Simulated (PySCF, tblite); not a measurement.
Isomers of C5H7P. Computed with GFN2-xTB (tblite): harmonic, unscaled wavenumbers at the GFN2-xTB geometry, gas phase. Against measured fundamentals such values can be off by several per cent, at times by over 20. Modes of hydrogen on phosphorus can be 10 to 20 % off. One conformer each.

Electronic energies: PBE0/pcSseg-1 single points on the GFN2-xTB geometries (PySCF, gas phase).

```tsv
SMILES	electronic energy, lowest = 0 (kcal/mol)
C#CP1CCC1	37.6
C=CP=C=CC	34.8
CC#C/P=C/C	34.1
Cc1ccc[pH]1	0.0
C#CP(C)C=C	42.7
```

Question: How do GFN2-xTB zero-point energies change the relative energies?

Answer: 
```json
{"SMILES": "Cc1ccc[pH]1", "ZPE (kcal/mol)": "62.6", "of it from modes above 1550 cm⁻¹": "31.7", "electronic (kcal/mol)": "0.0", "with ZPE, lowest = 0 (kcal/mol)": "0.0", "lowest mode (cm⁻¹)": "54", "rings": "1"}
{"SMILES": "CC#C/P=C/C", "ZPE (kcal/mol)": "62.5", "of it from modes above 1550 cm⁻¹": "33.3", "electronic (kcal/mol)": "34.1", "with ZPE, lowest = 0 (kcal/mol)": "34.0", "lowest mode (cm⁻¹)": "26", "rings": "0"}
{"SMILES": "C=CP=C=CC", "ZPE (kcal/mol)": "62.3", "of it from modes above 1550 cm⁻¹": "35.4", "electronic (kcal/mol)": "34.8", "with ZPE, lowest = 0 (kcal/mol)": "34.5", "lowest mode (cm⁻¹)": "62", "rings": "0"}
{"SMILES": "C#CP1CCC1", "ZPE (kcal/mol)": "63.4", "of it from modes above 1550 cm⁻¹": "33.6", "electronic (kcal/mol)": "37.6", "with ZPE, lowest = 0 (kcal/mol)": "38.5", "lowest mode (cm⁻¹)": "110", "rings": "1"}
{"SMILES": "C#CP(C)C=C", "ZPE (kcal/mol)": "61.0", "of it from modes above 1550 cm⁻¹": "36.4", "electronic (kcal/mol)": "42.7", "with ZPE, lowest = 0 (kcal/mol)": "41.1", "lowest mode (cm⁻¹)": "71", "rings": "0"}
```

The zero-point energies span 2.4 kcal/mol, from `C#CP(C)C=C` to `C#CP1CCC1`. The order is unchanged.

Question: And how do the electronic energies of GFN2-xTB itself compare?

Answer: `Cc1ccc[pH]1` 0.0; `CC#C/P=C/C` 35.0; `C=CP=C=CC` 42.9; `C#CP1CCC1` 30.7; `C#CP(C)C=C` 46.9 kcal/mol, lowest = 0. Against the energies above, taken from the same isomer `Cc1ccc[pH]1`, the largest difference is 8.1 kcal/mol.

Question: What do entropy and thermal enthalpy add at 298.15 K and 1 bar (rigid rotor, harmonic oscillator, one conformer each)?

Answer: 
```csv
SMILES,point group,symmetry number,S (cal/(mol K)),H − H(0) (kcal/mol),ZPE + H − H(0) − TS (kcal/mol)
C=CP=C=CC,C1,1,88.4,5.64,41.6
C#CP1CCC1,Cs,1,81.0,4.87,44.2
C#CP(C)C=C,C1,1,88.1,5.82,40.5
```

Not tabulated: `Cc1ccc[pH]1` (point group not settled); `CC#C/P=C/C` (point group not settled).
